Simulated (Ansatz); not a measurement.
A made-up structure of CH$_{3}$SSi, doublet:

```
6
angstrom
C -0.0664 0.6035 -0.1451
Si -0.9981 -0.5997 -0.8116
S 1.4799 0.3703 1.2776
H -1.7234 -1.7167 -1.3041
H -0.1667 1.6320 -0.3814
H 1.3364 -0.9650 1.3364
```

It is relaxed with PBE-D4/def2-SVP and then PBE0-D4/def2-TZVP (Ansatz 0.2.0). Atoms count as bonded within 1.22 times the sum of their covalent radii (H–H: 0.88 Å). The end point is not checked to be a true minimum.

Question: Does its bonding change? (Judge from chemistry; the calculation decides.)

Answer: The calculation gives: No: no bond forms or breaks.

Where it ends: The first stage lowers the energy by 2.06 eV in 15 steps. It ends as CH₃SSi ([SiH][CH][SH]):
```
6
angstrom
C -0.0073 0.6370 -0.1605
Si -1.3882 -0.3000 -0.9187
S 1.1153 0.1342 1.0089
H -0.7937 -1.6739 -0.5929
H 0.0671 1.7156 -0.3007
H 0.8682 -1.1886 0.9355
```

Labels in which every atom is bracketed show which atoms are joined, not bond orders.

For scale, one of the runs: PBE0-D4/def2-TZVP relaxation, 123 basis functions, launched by `ansatz run in.yaml --threads 2 --pin off --events-out ev --progress --plain --max-ram 4352MiB`. The run took about 46 s on 2 CPU threads of an Intel Xeon Platinum 8259CL (shared host).
